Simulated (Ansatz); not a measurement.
Relaxation of B$_{2}$H$_{4}$ (6 atoms, charge 0, multiplicity 1), to a largest force component of 0.015 eV/Å in at most 40 steps.

All numbers below come from RKS PBE0/def2-SVP (Ansatz).

```xyz
6
Properties=species:S:1:pos:R:3
B -0.209 -0.836 -0.074
B 0.238 0.776 0.079
H -0.621 -1.408 0.851
H -0.208 -1.283 -1.159
H 0.216 1.295 1.153
H 0.531 1.416 -0.880
```

Problem. Where does it end, and by what steps?

Solution. It converged. After 8 steps the energy has fallen by 0.826 eV; H4 moved furthest, 0.79 Å.

```
step  energy less start (eV)  largest force component (eV/Å)  accepted
   0                  0.0000                           0.925       yes
   1                 -0.1171                           0.935       yes
   2                 -0.2755                           0.424       yes
   3                 -0.4270                           0.898       yes
   4                 -0.6941                           0.508       yes
   5                 -0.8245                           0.195       yes
   6                 -0.8255                           0.103       yes
   7                 -0.8263                           0.016       yes
   8                 -0.8264                           0.001       yes
```

```xyz
6
Properties=species:S:1:pos:R:3
B -0.234 -0.792 -0.088
B 0.216 0.779 0.078
H -1.225 -1.238 0.451
H 0.404 -1.577 -0.758
H 0.953 1.145 0.969
H -0.167 1.643 -0.682
```

Time of the run: 6.3 s on 1 CPU thread of a shared host.
